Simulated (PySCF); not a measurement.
C2H8N (charge +1).
Z-matrix (Å and degrees, GFN2-xTB geometry), rows numbered from 1:
```
C 
N   1  1.4776
C   2  1.4777  1  112.84
H   1  1.0882  2  110.54  3  -179.92
H   1  1.0885  2  109.92  3   -59.74
H   1  1.0885  2  109.91  3    59.89
H   2  1.0281  1  109.11  3  -121.50
H   2  1.0281  1  109.10  3   121.45
H   3  1.0880  2  110.54  1  -179.98
H   3  1.0884  2  109.92  1   -59.79
H   3  1.0884  2  109.89  1    59.84
```

The closed-shell ground state was solved at several levels (PySCF, density fitting, gas phase, non-relativistic).

```csv
level,basis functions,total energy (Eh),HOMO (eV),LUMO (eV),gap (eV)
CAM-B3LYP/def2-SVPD,124,-135.3592,-18.11,-4.12,13.99
PBE0/pcSseg-1,91,-135.3438,-16.66,-4.75,11.91
B3LYP/pcJ-1,161,-135.5455,-16.43,-5.13,11.30
```

(1) Estimate the row for PBE0/def2-SVPD, a basis of 124 functions; the other rows only guide the guess.

(2) Over all these levels, which gives the widest orbital gap and which the narrowest?

Answers

(1) Total energy -135.2743 Eh, HOMO -16.63 eV, LUMO -4.87 eV, gap 11.76 eV.

(2) CAM-B3LYP/def2-SVPD (range-separated hybrid) has the widest, 13.99 eV, and B3LYP/pcJ-1 (global hybrid, 20 % exact exchange) the narrowest, 11.30 eV. Functional and basis both differ between the two, so the spread mixes both effects.
